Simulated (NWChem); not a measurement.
CH4BO (SMILES [BH]OC): how far must the basis set go?

CH4BO has 7 atoms, charge 0, and is taken as a doublet. SMILES: `[BH]OC`. The coordinates come from a PBE0-D4/def2-TZVP relaxation. This is one conformer, not always the lowest.

```xyz
7

B    -1.3196   -1.0257   -0.1729
O    -0.2724   -0.7071    0.5645
C     0.6422    0.3386    0.2439
H    -1.6285   -0.4742   -1.2016
H     0.3578    0.8340   -0.6876
H     0.6430    1.0593    1.0623
H     1.6389   -0.0928    0.1456
```

Program: NWChem 7.3.0. Method: U-r2SCAN. Swept: basis set. Watched: the dipole moment. Each run: energy and properties. Hardware: 1 thread of Intel Xeon Platinum 8488C (Sapphire Rapids), shared host.

The last row is the best point of the sweep, not the limit.

Problem. The candidates, from coarse to fine: def2-SVP; def2-SVPD; def2-TZVP; def2-TZVPD. Estimate which is the coarsest that holds the dipole moment within 0.1 D of the last.

Solution. def2-SVPD: it is 0.0535 D off and takes 35 s, against 1.7 min for def2-TZVPD.

| basis set | basis functions | value (D) | from the best (D) | wall time |
| --- | --- | --- | --- | --- |
| def2-SVP | 62 | 2.5105 | +0.1811 | 19 s |
| def2-SVPD | 95 | 2.3829 | +0.0535 | 35 s |
| def2-TZVP | 117 | 2.3671 | +0.0376 | 61 s |
| def2-TZVPD | 150 | 2.3294 | 0.0000 | 1.7 min |
